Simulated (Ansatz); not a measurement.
Rhombohedral A7 Bi, treated with r²SCAN0 (Ansatz, a program for electronic structure, PAW).

Input file:

Ansatz 0.2 input:
```yaml
crystal:
  lattice:
    - [4.4362501972, -2.2348578093, 0.1142707774]
    - [4.4362501972, 2.2348578093, 0.1142707774]
    - [3.2157697094, 0.0, 3.7877154364]
  atoms:
    - { symbol: Bi, position: [0.2291777051, 0.2291777051, 0.2291777051] }
    - { symbol: Bi, position: [0.7708222949, 0.7708222949, 0.7708222949] }
basis:
  ecutwfc: 520
  ecutrho_ratio: 4
  xc_grid: 3
kpoints:
  mp_grid: { grid: [8, 8, 8] }
hamiltonian:
  xc: r2scan0
  dispersion: none
  pseudopotentials: { kind: paw }
scf:
  occupations: { method: fermi_dirac, width: 0.05 }
  convergence: { dr2_threshold: 0.0000000002 }
output:
  forces: true
  stress: true
  eigenvalues: true
```

Excerpt of the program's output:

```
WARN output.stress: scf.exx.energy_threshold = 1e-6 eV is looser than the 2e-8 eV advised for a stress under a hybrid functional (1e-8 eV for each atom of the …
Crystal: 2 atoms, lattice volume = 73.463 Å³
Basis set: ecut = 520 eV, 1983 PW (Γ), exchange–correlation on 120×120×120 points (27 copies of the dense FFT grid, shifted against one another)
Bands: 19, of which v1, the nominal top of the filled ones, is band 15 counted from 1 (14 counted from 0)
Symmetry: 12 space group operations
Space group: R-3m (ITA 166), of the structure as read, at distance tolerance 4.2e-5 Å
k-points: 65 of 512
Functional: x = r2scan, c = r2scan; τ floored in thin density (d = 2e-4 eV/Å³), warm-up for x = 0.75 r2scan + 0.25 exact, c = r2scan; τ floored in thin density (d = 2e-4 eV/Å³)
SCF iter   1: F=—  HF=-24822.101071 eV  |F-HF|=—  |Δ(HF+E_count)|=         —  Δρ=3.21e-3  dr2=4.91e-3  dr2_τ=2.42e-3
SCF iter   2: F=—  HF=-24822.109158 eV  |F-HF|=—  |Δ(HF+E_count)|=   8.09e-3  Δρ=1.57e-3  dr2=8.32e-4  dr2_τ=7.20e-5
  ...
SCF 1 converged in 8 iterations: F = -24822.110569 eV  dr2 = 1.17e-10
Crystal: 2 atoms, lattice volume = 73.463 Å³
Initial density: handed on by an earlier stage of this run
Functional: x = 0.75 r2scan + 0.25 exact, c = r2scan; τ floored in thin density (d = 2e-4 eV/Å³)
SCF 2 converged in 7 iterations: F = -24817.107483 eV  dr2 = 1.27e-10
Crystal: 2 atoms, lattice volume = 73.463 Å³
Crystal: 2 atoms, lattice volume = 73.463 Å³
SCF 4 converged in 11 iterations: F = -24817.114426 eV  dr2 = 4.56e-12
Crystal: 2 atoms, lattice volume = 73.463 Å³
SCF iter   1: F=—  HF=-24817.114426 eV  |F-HF|=—  |Δ(HF+E_count)|=         —  Δρ=6.64e-7  dr2=2.58e-10  dr2_τ=1.65e-11
SCF iter   2: F=-24817.114426 eV  HF=-24817.114426 eV  |F-HF|=2.18e-11  |Δ(HF+E_count)|=  4.77e-10  Δρ=2.57e-7  dr2=5.31e-11  dr2_τ=3.27e-12
SCF 5 converged in 2 iterations: F = -24817.114426 eV  dr2 = 5.31e-11
Free energy (F): -24817.114426 eV
Internal energy: -24817.114203 eV  (E = F + TS)
E sigma→0 (E₀):  -24817.114315 eV
Fermi energy:    9.138641 eV
--- Forces (eV/Å), atoms counted from 1 ---
  atom   1  Bi    -0.00009541     0.00000000    -0.00003170
  atom   2  Bi     0.00009541     0.00000000     0.00003170
--- Stress (GPa, compression-positive) ---
        0.026702       0.000000       0.009663
       -0.000000      -0.002383      -0.000000
        0.009663      -0.000000       0.000828
  P = ⅓ Tr σ = 0.0084 GPa (0.084 kbar)
```

The PAW data were made under PBE.

Note: the cell comes from a level without a dispersion term, which matters for the spacing of layers, chains or molecules.

The result took around 6 core-minutes (rough).
